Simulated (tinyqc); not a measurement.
Worked calculation: ROHF in the sto-6g basis, for CH2, spin multiplicity 3. One step of it, computed by the program tinyqc.

Task: Iteration 2: Roothaan effective Fock matrix. With projectors Pc = D(beta) S, Po = (D(alpha) - D(beta)) S, Pv = 1 - D(alpha) S, the block xy is Px^T F Py; with Fc = (F(alpha) + F(beta))/2, the blocks are Fc for cc, oo, vv and cv, F(beta) for co and F(alpha) for ov.

F(alpha) (hartree):
```
,1C 1s,1C 2s,1C 2px,1C 2py,1C 2pz,2H 1s,3H 1s
1C 1s,-11.170349,-2.878311,0.000000,0.000212,-0.004115,-0.499729,-0.520582
1C 2s,-2.878311,-1.481522,0.000000,0.002210,0.061577,-0.558695,-0.573576
1C 2px,0.000000,0.000000,-0.369226,0.000000,0.000000,0.000000,0.000000
1C 2py,0.000212,0.002210,0.000000,-0.201617,0.003569,-0.326276,0.330811
1C 2pz,-0.004115,0.061577,0.000000,0.003569,-0.259145,-0.232402,-0.234969
2H 1s,-0.499729,-0.558695,0.000000,-0.326276,-0.232402,-0.356674,-0.150521
3H 1s,-0.520582,-0.573576,0.000000,0.330811,-0.234969,-0.150521,-0.368225
```

F(beta) (hartree):
```
,1C 1s,1C 2s,1C 2px,1C 2py,1C 2pz,2H 1s,3H 1s
1C 1s,-11.113240,-2.832345,0.000000,0.000211,-0.006263,-0.489502,-0.510011
1C 2s,-2.832345,-1.101913,0.000000,0.003672,-0.240272,-0.522627,-0.535494
1C 2px,0.000000,0.000000,0.368856,0.000000,0.000000,0.000000,0.000000
1C 2py,0.000211,0.003672,0.000000,-0.107669,0.001544,-0.314342,0.318261
1C 2pz,-0.006263,-0.240272,0.000000,0.001544,0.238630,-0.198555,-0.201801
2H 1s,-0.489502,-0.522627,0.000000,-0.314342,-0.198555,-0.306495,-0.130538
3H 1s,-0.510011,-0.535494,0.000000,0.318261,-0.201801,-0.130538,-0.317842
```

D(alpha) after iteration 1:
```
,1C 1s,1C 2s,1C 2px,1C 2py,1C 2pz,2H 1s,3H 1s
1C 1s,1.050691,-0.204081,0.000000,-0.000616,0.076582,-0.026459,-0.027521
1C 2s,-0.204081,0.859744,0.000000,0.003677,-0.374212,0.023086,0.024204
1C 2px,0.000000,0.000000,1.000000,0.000000,0.000000,0.000000,0.000000
1C 2py,-0.000616,0.003677,0.000000,0.306962,-0.001497,0.250329,-0.249335
1C 2pz,0.076582,-0.374212,0.000000,-0.001497,0.544667,0.248577,0.246436
2H 1s,-0.026459,0.023086,0.000000,0.250329,0.248577,0.379860,-0.028453
3H 1s,-0.027521,0.024204,0.000000,-0.249335,0.246436,-0.028453,0.376636
```

D(beta) after iteration 1:
```
,1C 1s,1C 2s,1C 2px,1C 2py,1C 2pz,2H 1s,3H 1s
1C 1s,1.025070,-0.090397,0.000000,-0.000104,-0.036483,-0.066433,-0.067143
1C 2s,-0.090397,0.355328,0.000000,0.001402,0.127455,0.200451,0.200005
1C 2px,0.000000,0.000000,0.000000,0.000000,0.000000,0.000000,0.000000
1C 2py,-0.000104,0.001402,0.000000,0.306952,0.000766,0.251129,-0.248542
1C 2pz,-0.036483,0.127455,0.000000,0.000766,0.045734,0.072179,0.071592
2H 1s,-0.066433,0.200451,0.000000,0.251129,0.072179,0.317494,-0.090269
3H 1s,-0.067143,0.200005,0.000000,-0.248542,0.071592,-0.090269,0.315365
```

overlap S:
```
,1C 1s,1C 2s,1C 2px,1C 2py,1C 2pz,2H 1s,3H 1s
1C 1s,1.000000,0.243228,0.000000,0.000000,0.000000,0.041705,0.043462
1C 2s,0.243228,1.000000,0.000000,0.000000,0.000000,0.387599,0.396793
1C 2px,0.000000,0.000000,1.000000,0.000000,0.000000,0.000000,0.000000
1C 2py,0.000000,0.000000,0.000000,1.000000,0.000000,0.325847,-0.331522
1C 2pz,0.000000,0.000000,0.000000,0.000000,1.000000,0.225896,0.229957
2H 1s,0.041705,0.387599,0.000000,0.325847,0.225896,1.000000,0.103532
3H 1s,0.043462,0.396793,0.000000,-0.331522,0.229957,0.103532,1.000000
```

Give: effective F.

Result:

effective F (hartree):
```
,1C 1s,1C 2s,1C 2px,1C 2py,1C 2pz,2H 1s,3H 1s
1C 1s,-11.1420,-2.8499,0.0000,0.0003,-0.0158,-0.4970,-0.5176
1C 2s,-2.8499,-1.2314,0.0000,0.0034,-0.1239,-0.5346,-0.5482
1C 2px,0.0000,0.0000,-0.0002,0.0000,0.0000,0.0000,0.0000
1C 2py,0.0003,0.0034,0.0000,-0.1546,0.0023,-0.3203,0.3246
1C 2pz,-0.0158,-0.1239,0.0000,0.0023,-0.0698,-0.2498,-0.2529
2H 1s,-0.4970,-0.5346,0.0000,-0.3203,-0.2498,-0.3430,-0.1519
3H 1s,-0.5176,-0.5482,0.0000,0.3246,-0.2529,-0.1519,-0.3543
```
